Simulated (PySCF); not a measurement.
Dipole moment and polarisability of propane

Compound: propane, C₃H₈.
Cartesian coordinates in Å at the GFN2-xTB level; atoms count from 1:
```
atom  x, y, z in Å
C1    -1.254    0.255   -0.072
C2    -0.003   -0.477    0.399
C3     1.257    0.102   -0.233
H4    -2.144   -0.168    0.388
H5    -1.200    1.309    0.192
H6    -1.356    0.178   -1.152
H7     0.072   -0.405    1.486
H8    -0.084   -1.535    0.142
H9     1.211    0.023   -1.317
H10    2.140   -0.431    0.113
H11    1.366    1.153    0.028
```

Level: PBE0/def2-SVPD (PySCF), static field, nuclei fixed, core orbitals frozen in the response. The polarisability tensor in these axes (au):

```
x   43.45 -0.41 -0.44
y   -0.41 37.88 -0.99
z   -0.44 -0.99 37.53
```

**Question.** Diagonalise the tensor; give its mean and Δα, where Δα² is half the sum of the squared differences of the eigenvalues.

**Answer.** Principal values 36.65, 38.71 and 43.50 au; mean 39.62 au = 5.87 Å³ = 6.53 × 10⁻⁴⁰ C²·m²/J; Δα = 6.08 au (15 % of the mean).

**Question.** What is the dipole moment?

**Answer.** 0.09 D at this geometry.

**Question.** Directions of the eigenvectors, and the extent of the frame along each?

**Answer.** Largest value along (1.00, -0.06, -0.06), where the nuclei span 4.30 Å; middle along (0.01, 0.76, -0.64), 2.14 Å; least along (0.09, 0.64, 0.76), 1.76 Å. The response follows the extents in order.

**Question.** Rayleigh depolarisation ratio (linearly polarised light, static tensor)?

**Answer.** ρ = 3Δα²/(45ᾱ² + 4Δα²) = 111.0/(70640 + 148.0) = 0.00157.

**Question.** Find the Langevin capture rate constant for O2+ (31.990 u) meeting this molecule (44.063 u), k = 2.342 × 10⁻⁹ cm³/s × √(α in Å³ / reduced mass in u).

**Answer.** The reduced mass is 18.53 u, so k = 1.32 × 10⁻⁹ cm³/s.

**Question.** Sum over states: ᾱ = Σ f/ω², ω in Eh. What share falls to these 8 lowest TDDFT singlets (eV, f)? 8.79, 0.0027; 9.06, 0.0432; 9.12, 0.0053; 9.68, 0.0000; 9.85, 0.1200; 9.93, 0.0178; 9.96, 0.0056; 10.09, 0.1263.

**Answer.** They add up to 2.47 au, 6.2 % of the 39.62 au; the largest single term is 0.92 au, from the state at 10.09 eV. Terms in order: 0.03, 0.39, 0.05, 0.00, 0.92, 0.13, 0.04, 0.92 au. Higher excitations give the rest. The strengths listed sum to 0.321.

**Question.** Traceless (Buckingham) quadrupole moment about the centre of nuclear charge: eigenvalues?

**Answer.** -0.75, -0.08, 0.83 D·Å. The values depend on the origin, since the dipole doesn't vanish. The electronic extent ⟨r²⟩ about the same centre is 224 bohr², a root-mean-square distance of 1.55 Å for the 26 electrons.

Isolated species at its GFN2-xTB geometry, gas phase.
